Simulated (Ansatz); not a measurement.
The input, for Ansatz 0.2.0:

```yaml
crystal:
  periodic: [false, false, false]
  atoms:
    - {symbol: Al, position_ang: [0.000000, -0.058625, 1.394221]}
    - {symbol: C, position_ang: [0.000000, 0.351445, -0.487256]}
    - {symbol: F, position_ang: [0.000000, -0.138923, -1.672032]}
basis:
  gaussian: {orbitals: cc-pVDZ}
magnetization: {spin_polarized: false, initial_magnetization: 2}
correlation: {method: sc_nevpt2, electrons: outside_noble_gas}
```

```sh
$ ansatz run in.yaml --threads 1 --pin off --events-out ev --progress --plain --max-ram 2393MiB
```

Task: What does the program do with this input?

Result: Refused. The input was made wrong on purpose (method needs an active space), so the run isn't a sound calculation of what was asked.
```
Error: this correlation method needs an active space: name one as the reference
```
